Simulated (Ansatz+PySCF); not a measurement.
Values are calculated unless marked as measured or tabulated.
# Several solutions for triplet NH3

| atom | x (Å) | y (Å) | z (Å) |
| --- | --- | --- | --- |
| N | 0.0000 | 0.0000 | -0.4711 |
| H | 0.0000 | 0.0000 | 3.2974 |
| H | 30.0000 | 0.0000 | -1.3696 |
| H | 30.0000 | 0.0000 | 1.3696 |

Basis set: 6-31G (spherical functions). Charge 0, multiplicity 3.

CASSCF(2,2) was run from several starts with Ansatz (development build ahead of 0.2.0) and PySCF 2.14.0. The starts are those of the Hartree–Fock orbitals from which the active space was taken at the frontier.

```json
{"run": "A", "program": "Ansatz", "start": "atomic start, no search", "converged": "yes", "energy (hartree)": "-55.44743", "<S²>": "2.00"}
{"run": "B", "program": "Ansatz", "start": "stability test followed", "converged": "yes", "energy (hartree)": "-55.44743", "<S²>": "2.00"}
{"run": "C", "program": "PySCF", "start": "program defaults", "converged": "no", "energy (hartree)": "–", "<S²>": "–"}
{"run": "D", "program": "Ansatz", "start": "search for the lowest state", "converged": "yes", "energy (hartree)": "-55.57542", "<S²>": "2.00"}
```

Q: Which runs reached the lowest solution of this kind, and what is wrong with the others?

A: D reached the lowest solution found. Converged but too high: A by 3.48 eV, B by 3.48 eV. Convergence only shows a stationary point; in CASSCF the end hangs on which orbitals enter the active space. Not converged: C. Caution: other starts end on other solutions of this active space.
